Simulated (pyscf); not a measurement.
Elementary routes open to H₃C–Si(CH₃)(OH)–OH + H• in the gas phase (doublet surface):
A. H₃C–Si(CH₃)(O•)–OH + H₂ (H–O broken; H–H formed)
B. CH₄ + H₃C–Si•(OH)–OH (C–Si broken; C–H formed)

PySCF, gas phase, ωB97X-D3(BJ)/def2-SVP geometries.

Task: Rank the routes by free-energy barrier at 1200 K, lowest first, for ωB97M-D3(BJ)/def2-TZVP energies (ideal gas, 1 atm, RRHO with modes under 100 cm⁻¹ raised to 100, one conformer, R ln 2 for chiral ones without a mode under 150 cm⁻¹).

Result: A (192.9 kJ/mol), B (255.6 kJ/mol)

Route A is the fastest of these, ahead of the next by 62.7 kJ/mol. The most stable products are those of B (ΔG = -59.8 kJ/mol), whose barrier is 62.7 kJ/mol higher: the kinetic and the thermodynamic product differ. At 298 K A is still the fastest. Only these routes are compared; each barrier is that of the saddle found, and lower ones may exist.
